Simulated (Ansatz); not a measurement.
# BH₄O (doublet): from Hartree-Fock to the top rungs at distance O1–H3 along a hydrogen transfer = 1.003 Å, cc-pVDZ

An exercise on one series of results from a longer session: the logs are not shown, and one member is left open.

Method: cc-pVDZ, core rule «outside noble gas», up to 2 orbitals frozen; program: Ansatz 0.2.0, Gaussian basis.

The runs, in order: UHF; CCSD(T) on ROHF; CCSD(T) on UHF; BCCD(T) on ROHF; CISD; CCSDT(Q) on ROHF; CCSDT(Q) on UHF; CASSCF and MRCISD+Q, 3 electrons in 3 orbitals; CASSCF and NEVPT2, 3 electrons in 3 orbitals.

10 further runs of the same task are left out: 1 for a mislabelled method, 8 that didn't finish, 1 set aside as unsound or not needed.

### The system

The geometry derives from fragments relaxed apart (PBE0/def2-TZVP) and kept rigid, so it is no stationary point. A hydrogen atom is moved between rigid fragments.

6 atoms, charge 0, spin multiplicity 2.

Atoms are counted from 1 here; the program's logs count them from 0.

Bond lengths: O1–H2 0.960 Å, O1–H3 1.003 Å, H3–B4 1.428 Å, B4–H5 1.191 Å, B4–H6 1.191 Å. Angles: H2–O1–H3 105.1°, O1–H3–B4 180.0°, H3–B4–H5 115.3°, H3–B4–H6 115.3°, H5–B4–H6 129.4°.

The first run:

File in.yaml:

```yaml
crystal:
  periodic: [false, false, false]
  atoms:
    - {symbol: O, position_ang: [-1.068928, -0.030281, 0.000000]}
    - {symbol: H, position_ang: [-1.318238, 0.896295, 0.000000]}
    - {symbol: H, position_ang: [-0.065928, -0.030281, 0.000000]}
    - {symbol: B, position_ang: [1.362072, -0.030281, 0.000000]}
    - {symbol: H, position_ang: [1.871145, -0.030281, 1.077008]}
    - {symbol: H, position_ang: [1.871145, -0.030281, -1.077009]}
basis:
  gaussian: {orbitals: cc-pVDZ}
magnetization: {spin_polarized: true, initial_magnetization: 1}
hamiltonian: {xc: hf}
output: {orbitals: {seedname: orbitals}}
```

Started as:

```sh
ansatz run in.yaml --threads 1 --pin off --events-out ev --progress --plain --max-ram 2393MiB
```

Among the steps run: UHF; CCSD(T) on ROHF; CCSD(T) on UHF; BCCD(T) on ROHF; CISD; CCSDT(Q) on ROHF; CCSDT(Q) on UHF; CASSCF and MRCISD+Q, 3 electrons in 3 orbitals; CASSCF and NEVPT2, 3 electrons in 3 orbitals.

One table of the session follows, with a row left open; its other results are not shown here.

It belongs to the step «Misses and costs». 

| method | from UCCSDT(Q) (meV) |
| --- | --- |
| ROHF | +8769.7 |
| UHF | +8630.0 |
| RMP2 | +949.6 |
| UMP2 | +981.1 |
| CISD | +845.8 |
| RCCSD | +196.9 |
| UCCSD | +193.0 |
| RCCSD(T) | ? |
| UCCSD(T) | +35.0 |
| BCCD(T) | +34.6 |
| RCCSDT | +17.2 |
| UCCSDT | +16.7 |
| RCCSDT(Q) | +0.8 |
| UCCSDT(Q) | 0 |

Estimate the missing values for RCCSD(T).

The run gave: from UCCSDT(Q) (meV): +34.8. In the column «from UCCSDT(Q) (meV)» it lies between BCCD(T) (+34.6) and UCCSD(T) (+35.0).

Left out of the table: CASSCF pair, NEVPT2 pair, MRCISD pair, MRCISD+Q pair (the active space lost an orbital or holds another state than full CI finds).

Limits of these values: Restricted and unrestricted rows rest on different reference determinants; where their highest levels disagree by more than a few hundredths of an eV, they describe different states and don't form one ladder. Warnings in the runs' records: passed over end.
